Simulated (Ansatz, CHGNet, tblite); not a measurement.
# 2H WS2: properties by level of theory

Reference values: lattice constant a 3.153 Å (measured, 300 K, no zero-point or thermal correction; as tabulated in arXiv:1605.07067); lattice parameter c 12.323 Å (measured, 300 K, not corrected to a static lattice; as tabulated in arXiv:1605.07067).

```tsv
level (code)	equilibrium lattice constant a (Å)	c axis length (Å)
GFN2-xTB (tblite)	3.207	11.787
CHGNet 0.3.0	3.186	17.573
CHGNet-r²SCAN	3.181	13.460
LDA (Ansatz)	3.127	12.158
HSE06 (Ansatz)	3.158	14.262
```

Differences from the reference values (errors of the level alone only where the reference is corrected to a static lattice):

```json
[
 {"level": "GFN2-xTB", "lattice constant a (%)": "+1.71", "lattice parameter c (%)": "-4.35"},
 {"level": "CHGNet 0.3.0", "lattice constant a (%)": "+1.05", "lattice parameter c (%)": "+43"},
 {"level": "CHGNet-r²SCAN", "lattice constant a (%)": "+0.89", "lattice parameter c (%)": "+9.23"},
 {"level": "LDA", "lattice constant a (%)": "-0.82", "lattice parameter c (%)": "-1.34"},
 {"level": "HSE06", "lattice constant a (%)": "+0.16", "lattice parameter c (%)": "+15.7"}
]
```

Nearest: lattice constant a, not ranked (reference at room or unstated temperature); lattice parameter c, not ranked (reference at room or unstated temperature). Values with a doubt, or to which a potential was fitted, aren't ranked.

Machine-learned potentials (CHGNet 0.3.0, CHGNet-r²SCAN) are trained on DFT data: a solid inside that data is no test of them.

Caveats: LDA has no dispersion term either, though it tends to give short spacings of layers, chains or molecules (LDA); the cell comes from a level without a dispersion term, which matters for the spacing of layers, chains or molecules (HSE06); the cell has another shape than the first-principles one, perhaps another minimum in the same group (GFN2-xTB, CHGNet 0.3.0); the cell moved over 20 % in volume from its start (CHGNet 0.3.0); the method was fitted mainly to molecules (GFN2-xTB); the run uses a supercell at the zone centre in place of a k mesh (GFN2-xTB). Ansatz's density-functional and Hartree–Fock values are scalar-relativistic unless marked +SOC, with PAW data made under PBE.

The crystal itself was run without spin with LDA, HSE06; a magnetic state was not tried in these runs.

Differences are worked out from the printed values.

Static lattice: no zero-point or thermal effects.

Ansatz is a quantum-chemistry and plane-wave program.
